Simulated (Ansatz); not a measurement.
Born–Oppenheimer molecular dynamics of H$_{5}$OSi$_{2}$ (8 atoms, charge 1, multiplicity 1). It starts from a relaxed structure.

Method: Ansatz, RKS revPBE/STO-3G.

```yaml
ensemble: NVT, Langevin thermostat
time_step: 0.5 fs
steps_asked: 100
set_temperature: 500 K
friction: 0.02 /fs
seed: 889569
```

First frame:

```xyz
8
Properties=species:S:1:pos:R:3
O -1.693 0.008 -0.581
Si -0.127 0.736 -0.348
Si 0.902 -1.023 0.737
H -2.240 0.732 -1.082
H 0.671 0.994 -1.556
H -0.056 1.878 0.575
H 2.297 -1.016 1.212
H 0.246 -2.309 1.042
```

(1) How far do the bonds stretch over the last three quarters of this one trajectory? (Pairs bonded in most of those frames.)

## Answers

(1) 
| bond | mean (Å) | spread (Å) | shortest | longest |
| --- | --- | --- | --- | --- |
| O1–Si2 | 1.734 | 0.042 | 1.68 | 1.82 |
| O1–H4 | 1.037 | 0.017 | 1.01 | 1.08 |
| Si2–Si3 | 2.292 | 0.056 | 2.22 | 2.38 |
| Si2–H5 | 1.475 | 0.030 | 1.42 | 1.52 |
| Si2–H6 | 1.469 | 0.034 | 1.41 | 1.53 |
| Si3–H7 | 1.475 | 0.033 | 1.42 | 1.54 |
| Si3–H8 | 1.496 | 0.091 | 1.36 | 1.65 |

Mean temperature of the second half: 491 K. A run of 0.05 ps of so small a system gives no equilibrium averages. Limits of this set-up: minimal basis.

The run took 69 s on 1 thread of Intel(R) Xeon(R) 6975P-C (Granite Rapids), on a shared host, peak memory 0.1 GiB.
